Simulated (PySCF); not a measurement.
chloroform (CHCl3), SMILES ClC(Cl)Cl.

The structure is a stationary point at PBE-D3(BJ)/def2-SVP.

The numbers are results of PBE-D3(BJ)/def2-SVP in PySCF, not measurements.

Frequencies are harmonic and unscaled.

Modes within 1.5 cm⁻¹ of each other (mostly degenerate sets) share a row, with their intensities summed.

```
mode  ν (cm⁻¹)  IR (km/mol)  moving atoms (share of kinetic energy)
----  --------  -----------  --------------------------------------
1–2        249          0.0                                 Cl 95 %
3          357          0.4                         Cl 85 %, C 14 %
4          657          6.3                         C 68 %, Cl 26 %
5–6        720        364.9                         C 79 %, Cl 18 %
7–8       1171         38.6                                  H 93 %
9         3090          0.2                           H 92 %, C 8 %
```
